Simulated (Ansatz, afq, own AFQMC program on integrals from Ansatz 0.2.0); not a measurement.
# BH (singlet): AFQMC on the coupled-cluster ladder, cc-pVQZ

One table from this session's results is given with a row withheld; the runs are named, their logs left out.

Computed with Ansatz 0.2.0, Gaussian basis, and an in-house AFQMC program (afq) on its integrals; all values are calculated. Level: cc-pVQZ, frozen cores.

Plan: Full CI; PBE (unrestricted); r2SCAN (unrestricted); CCSD(T) on RHF; PBE0 (unrestricted); B3LYP (unrestricted); wB97M-V (unrestricted); B2PLYP (unrestricted); Full CI; CCSDT(Q) on RHF; CCSD(T) on RHF; CCSD(T) on RHF; Phaseless AFQMC, CISD trial on RHF; Phaseless AFQMC, single-determinant trial on RHF; Free-projection AFQMC, CISD trial on RHF; UHF; CCSD(T) on UHF; CCSDT(Q) on UHF; Phaseless AFQMC, CISD trial on UHF; Phaseless AFQMC, single-determinant trial on UHF; Free-projection AFQMC, CISD trial on UHF.

1 further run of the same task is left out (it didn't finish).

## The geometry

The geometry is a PBE0/def2-TZVP stationary point (not a proven minimum).

2 atoms, charge 0, spin multiplicity 1.

Atoms are counted from 1 here; the program's logs count them from 0.

Bond lengths: B1–H2 1.241 Å.

The first run:

Contents of in.yaml:

```yaml
crystal:
  periodic: [false, false, false]
  atoms:
    - {symbol: B, position_ang: [0.000000, 0.000000, 0.000000]}
    - {symbol: H, position_ang: [0.000000, 0.000000, 1.241044]}
basis:
  gaussian: {orbitals: cc-pVQZ}
correlation: {method: fci, electrons: outside_noble_gas}
```

The run is started by

```bash
$ ansatz run in.yaml --threads 1 --pin off --events-out ev --progress --plain --max-ram 16896MiB --backend cuda --devices 0, --max-vram 18GiB
```

Among the steps run: Full CI; PBE (unrestricted); r2SCAN (unrestricted); CCSD(T) on RHF; PBE0 (unrestricted); B3LYP (unrestricted); wB97M-V (unrestricted); B2PLYP (unrestricted); CCSDT(Q) on RHF; Phaseless AFQMC, CISD trial on RHF; Phaseless AFQMC, single-determinant trial on RHF; Free-projection AFQMC, CISD trial on RHF; UHF; CCSD(T) on UHF; CCSDT(Q) on UHF; Phaseless AFQMC, CISD trial on UHF; Phaseless AFQMC, single-determinant trial on UHF; Free-projection AFQMC, CISD trial on UHF.

One of the session's tables, all rows but one given; the rest of the session is left out.

It belongs to the step «AFQMC on the ladder». On the RHF determinant, counted from full CI (exact for this spin and basis):

```
                                                              level  from full CI (kcal/mol)
                                                                 HF                   +65.49
                                                                MP2                   +16.43
                                                               CCSD                    +1.71
                                                            CCSD(T)                    +0.32
                                                           CCSDT(Q)                    +0.01
                                                            full CI                     0.00
              Phaseless AFQMC, CISD trial, step 0.005, 2400 walkers                        ?
Phaseless AFQMC, single-determinant trial, step 0.005, 2400 walkers                    -0.68
         Free-projection AFQMC, CISD trial, step 0.03, 2400 walkers                     0.00
```

Q: Estimate the row for Phaseless AFQMC, CISD trial, step 0.005, 2400 walkers from the others.

**Answer.** from full CI (kcal/mol): +0.18. In the column «from full CI (kcal/mol)» it lies between CCSDT(Q) (+0.01) and CCSD(T) (+0.32).
